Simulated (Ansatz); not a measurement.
Density of states of BiClO (P4/nmm, a = 3.879 Å, b = 3.879 Å, c = 7.364 Å, α = 90.00°, β = 90.00°, γ = 90.00°), in states per eV and primitive cell, averaged over bins of 0.5 eV. Theory: DFT PBEsol, scalar-relativistic, plane waves, PAW (Ansatz).

Settings: cutoff 420 eV, Γ-centred mesh 6×6×4 on the computed 6-atom cell, Gaussian smearing of 0.02 eV; no spin polarisation.

The cell is relaxed at this level. The states (both spins) are summed by tetrahedra on a 9×9×6 mesh at the self-consistent density. Energies are bin centres; the table starts no lower than −8 eV and ends at 6 eV, or lower where the solved bands end.

The gap is 2.52 eV at this level, with the zero inside it.

```
E − E_F (eV) total Cl 3p O 2p Bi 6p Bi 6s
       -6.00   3.34   0.47  1.82   0.94   0.01
       -5.50   2.93   0.50  1.56   0.78   0.01
       -5.00   2.15   0.52  1.03   0.52   0.02
       -4.50   4.43   1.52  1.70   1.03   0.05
       -4.00   3.72   1.36  1.48   0.74   0.05
       -3.50   4.30   1.75  1.74   0.64   0.07
       -3.00   4.48   2.32  1.66   0.34   0.08
       -2.50   8.49   5.15  2.84   0.26   0.11
       -2.00   9.58   5.76  3.19   0.19   0.33
       -1.50   4.58   2.30  1.47   0.14   0.60
       -1.00   0.00   0.00  0.00   0.00   0.00
       -0.50   0.00   0.00  0.00   0.00   0.00
        0.00   0.00   0.00  0.00   0.00   0.00
        0.50   0.00   0.00  0.00   0.00   0.00
        1.00   0.00   0.00  0.00   0.00   0.00
        1.50   0.05   0.00  0.00   0.04   0.00
        2.00   0.36   0.02  0.02   0.26   0.00
        2.50   1.87   0.15  0.12   1.29   0.02
        3.00   3.23   0.29  0.32   2.11   0.03
        3.50   3.42   0.29  0.45   2.26   0.04
        4.00   4.94   0.31  0.75   3.43   0.06
        4.50   4.46   0.30  0.81   2.91   0.06
        5.00   3.85   0.31  0.71   2.48   0.02
        5.50   1.76   0.16  0.35   1.09   0.00
```

The columns after the total are the main Löwdin projections on the occupied valence shells of the potentials; 3 others are left out. The rest of the total lies in those, in shells that are empty in the free atom, which aren't projected, and between the atoms.

Spin-orbit coupling is left out, which matters for the bands of heavy elements.

Cost: 1 run of about 1.3 core-minutes, on Intel Xeon Platinum 8259CL (Skylake/Cascade Lake) (shared hosts).